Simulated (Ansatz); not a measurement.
# hcp Ti

The numbers are results of LDA (PAW; Ansatz, a program for electronic structure), not measurements.

Settings: plane-wave cutoff 500 eV, 5×5×5 k mesh, Fermi–Dirac smearing 0.1 eV, cell of 36 sites, scalar-relativistic PAW data made under PBE.

Cell: relaxed at this level.

For hcp Ti, the vacancy formation energy is 2.16 eV and the vacancy formation energy before relaxation is 2.25 eV.

Measured, for comparison: vacancy formation energy 1.27 ± 0.05 eV (no zero-point or thermal correction, monovacancy; as tabulated in Hashimoto et al. (1984), doi:10.1088/0305-4608/14/10/004). Computed (rounded) less measured: vacancy formation energy +0.89 eV.

Note: energies are extrapolated to zero smearing, and mesh and cell size move such values by some hundredths of an eV or more.
